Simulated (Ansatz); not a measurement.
We consider fluorite BaF2, described by r²SCAN (Ansatz, a quantum-chemistry and plane-wave program, PAW).

Total energies, extrapolated to zero smearing (they compare only within this program, potentials and cutoff; free atoms with spin allowed, lowest state found):

```tsv
system	energy (eV/atom)
fluorite BaF2, relaxed	-2530.2425
free Ba atom	-5962.4235
free F atom	-805.9793
```

Q: Work out the cohesive energy per atom.

A: E_coh = [1 × (-5962.4235) + 2 × (-805.9793)]/3 − (-2530.2425) = 5.45 eV/atom. The reference value is 5.36 ± 0.03 eV/atom (derived here from tabulated measurements, copied from a table, unchecked, brought to a static lattice with a Debye model, atoms in their spin–orbit ground levels; inputs from the CRC Handbook), a difference of +0.09 eV/atom.

The PAW data were made under PBE.
